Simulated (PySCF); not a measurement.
**Ionising SF**

PBE0; S def2-SVPD, F def2-SVPD; no relativity (PySCF 2.14). Neutral (UKS): doublet (π ↑), Re = 1.626 Å, ωe = 850 cm⁻¹, De = 3.47 eV, HOMO -7.46 eV, LUMO -4.67 eV.

SF⁻ (UKS): singlet (closed shell), Re = 1.739 Å, ωe = 658 cm⁻¹, De = 2.46 eV to S + F⁻. The energies at the minima are -497.53033 hartree for SF and -497.61695 for SF⁻.

Question: Work out the adiabatic electron affinity, without and with harmonic zero-point energies (1 hartree = 27.2114 eV, 1 eV = 8065.5 cm⁻¹), and the change of the bond length.

Answer: At PBE0: 0.08662 hartree = 2.357 eV between the minima; the zero-point term (850.0 − 658.0)/2 cm⁻¹ = +0.012 eV makes it 2.369 eV. Re changes by +11.3 pm against the neutral. The electron enters a π orbital, and the longer bond of the ion fits an antibonding orbital, or a change in how ionic the bond is.

For an ion De counts to the pair picked by the measured ionisation energies or electron affinities, which need not be the lowest pair at this level. States were picked by a PBE0 search and need not be the measured ground states.
